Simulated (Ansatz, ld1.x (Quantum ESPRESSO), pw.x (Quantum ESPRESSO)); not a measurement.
**barium (bcc): variants of one TM potential in the solid**

```
Element                 : Ba (Z = 56)
Generator               : ld1.x (Quantum ESPRESSO) 7.5
Type                    : norm-conserving Troullier–Martins (Kleinman–Bylander form)
Functional              : PBE
Relativity              : scalar-relativistic
Frozen core             : [Xe]
Valence charge          : 2
Reference configuration : 5d0 6s2 6p0
Partial waves           : 6p (bound, empty): rc 3.95 bohr; 5d (bound, empty): rc 3.40 bohr; 6s (bound): rc 3.25 bohr
Local potential         : the s channel
Core correction         : Bessel-smoothed model core, default radius (core density twice the valence density)
```

Crystal test: bcc Ba in pw.x 7.5, no spin, 9³ k-points, Fermi–Dirac smearing 0.01 Ry, cutoffs set for each file from its atomic test. The reference is all-electron LAPW (Ansatz 0.2.0) with the same functional, mesh and smearing; V0 and B0 come from Birch–Murnaghan fits to the pressures at five volumes. Errors are pseudo minus all-electron; Δ is the rms difference of the E(V) curves that follow from these fits, minima aligned, over ±6 % about the mean V0. Mesh and smearing are coarse, so the numbers serve the comparison and aren't converged zero-temperature values; the lattice is a test structure that the element need not adopt.

All-electron: a0 = 5.031 Å (V0 = 63.67 Å³/atom), B0 = 8.4 GPa.

Base: This is a poor potential for the solid. The logarithmic derivative shows an extra or strongly shifted pseudo pole above the reference energy (s near 1.56 Ry).

| change | cutoffs (Ry) | pw.x | a0 (Å) | a0 error (%) | B0 error (%) | Δ (meV/atom) | mean pressure error (GPa) |
| --- | --- | --- | --- | --- | --- | --- | --- |
| base | 50/200 | converged | 5.089 | +1.16 | +9.1 | 4.4 | +0.34 |
| core correction Bessel-smoothed model core inside 1.88 bohr | 50/200 | converged | 5.091 | +1.19 | +9.2 | 4.5 | +0.35 |
| all radii but the core radius scaled by about 1.32 (s 4.30, p 5.24, d 4.50 bohr) | 50/200 | converged | 5.093 | +1.23 | +7.2 | 4.6 | +0.36 |
| wave 6s (bound): rc 3.25 bohr becomes 6s (bound): rc 4.48 bohr | 50/200 | converged | 5.102 | +1.41 | +9.2 | 5.4 | +0.42 |
| wave 6p (bound): rc 3.95 bohr becomes 6p (bound): rc 4.36 bohr | 50/200 | converged | 5.082 | +1.02 | +8.5 | 3.8 | +0.30 |

Q: Give the row for: wave 5d (bound): rc 3.40 bohr becomes 5d (bound): rc 2.88 bohr.

A: pw.x: converged; mean pressure error (GPa): +0.34; a0 (Å): 5.089; a0 error (%): +1.16; B0 error (%): +9.1; Δ (meV/atom): 4.4.
